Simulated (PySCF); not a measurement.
# CHF: relaxation and vibrations of the triplet

Where does triplet CHF go from a linear start, is the end point a minimum, and what are its modes, charges and moments?

Program: PySCF 2.14.0. Level of theory: PBE0, basis C def2-TZVP, H def2-TZVP, F def2-TZVP, no relativity, density fitting. These are calculated values, not measurements.

## 1. Where the work starts

3 atoms, charge 0, spin multiplicity 3.

Bond lengths: C1–H2 1.070 Å, C1–F3 1.390 Å. Angles: H2–C1–F3 180.0°.

Z-matrix (Å, degrees; charge 0 multiplicity 3):
```
C
H  1 1.0700
F  1 1.3900 2 180.00
```

## 2. Finding the electronic state

One driver script runs all steps and calls PySCF; scf.py shows how it sets up the SCF of each step. The optimiser is the driver's own. After this first run the driver tries any further starts and a stability analysis.

The input, scf.py:

```python
from pyscf import gto, scf, dft
mol = gto.M(atom='''
C      0.000000     0.000000     0.000000
H      0.000000     0.000000    -1.070000
F      0.000000     0.000000     1.390000''',
    basis={'C': 'def2-TZVP', 'H': 'def2-TZVP', 'F': 'def2-TZVP'},
    charge=0, spin=2)
mf = dft.UKS(mol, xc='PBE0')
mf.grids.atom_grid = (50, 194)
aux = {'C': 'def2-universal-JKFIT', 'H': 'def2-universal-JKFIT', 'F': 'def2-universal-JKFIT'}
mf = mf.density_fit(auxbasis=aux)
mf.conv_tol = 1e-08
mf.diis_space = 10
mf.max_cycle = 60
mf.init_guess = 'minao'
mf.verbose = 4
mf.kernel()
```

Launch:

```
OMP_NUM_THREADS=2 python axn.py task.json out
```

The runs that follow: Linear start, triplet: relaxation; Hessian and properties; Downhill along the imaginary mode; Frequencies.

What does the calculation give? Wanted: minimum; geometry; wavenumbers; dipole moment; highest occupied, lowest empty level; polar-tensor charge of C1; zero-point energy; atomisation energy; ⟨S²⟩.

The runs gave:

| quantity | value |
| --- | --- |
| minimum | triplet, Cs |
| geometry | C–F 1.305 Å, C–H 1.089 Å; F–C–H 121.9° |
| wavenumbers (cm⁻¹) | 1122 (a'), 1304 (a'), 3148 (a') |
| dipole moment | 1.04 D |
| highest occupied, lowest empty level (either spin) | -6.46, -2.35 eV |
| polar-tensor charge of C1 | +0.33 e |
| zero-point energy | 33.3 kJ/mol |
| entropy at 298.15 K | 231.2 J/(mol K) |
| atomisation energy (no zero-point energy) | 851 kJ/mol |
| ⟨S²⟩ | 2.004 |

In words: From C∞v at the start the molecule goes to a Cs minimum, after a stop at a second-order saddle point 106.8 kJ/mol higher, from which it was pushed off along an imaginary mode. The strongest infrared band lies at 1304 cm⁻¹ (a', mixed). Most of the spin sits on C1 (Mulliken spin 1.83, against 2 for the whole molecule). Other starts or spin states, not run here, may lie lower.
